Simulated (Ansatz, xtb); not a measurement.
# CH3BN: where a starting geometry ends

The starting geometry of this gas-phase doublet was built from a drawn formula by distance geometry and a force field; its bonds are those of `[H]/[C-]=[NH+]/[BH]`.

```xyz
6

C     1.7584    0.4553    0.7626
B     1.9760   -1.8247    1.6692
N     1.3993   -0.4281    1.6720
H     1.6387   -2.6035    2.4775
H     0.7329   -0.1450    2.4282
H     1.3864    1.4604    0.8019
```

Q: Where would you expect an optimisation with r2SCAN-D4/def2-SVP to take it?

A: It rearranges to `B1[CH]N1`. Contacts that close: C1–B2 (2.46 → 1.45 Å).

The energy falls by 2.35 eV over 34 steps:

| step | E − E(last) (eV) |
| --- | --- |
| 1 | 2.353 |
| 5 | 2.073 |
| 8 | 2.061 |
| 12 | 1.621 |
| 16 | 0.144 |
| 19 | 0.072 |
| 23 | 0.067 |
| 27 | 0.036 |
| 30 | 0.001 |
| 34 | 0.000 |

Final geometry (Å):

```xyz
6

C     1.8646    0.0344    1.1319
B     1.8470   -1.3005    1.6873
N     0.6898   -0.4373    1.7885
H     2.2516   -2.3731    2.0169
H     0.1744    0.0104    2.5506
H     2.0643    0.9805    0.6362
```

From the same start GFN2-xTB ends elsewhere, at `BN=[CH]`.

The end wasn't checked by frequencies. Open shells are spin-unrestricted. Run with Ansatz 0.2.0, 74 s on 1 thread of Intel(R) Xeon(R) 6975P-C (Granite Rapids), on a shared host.
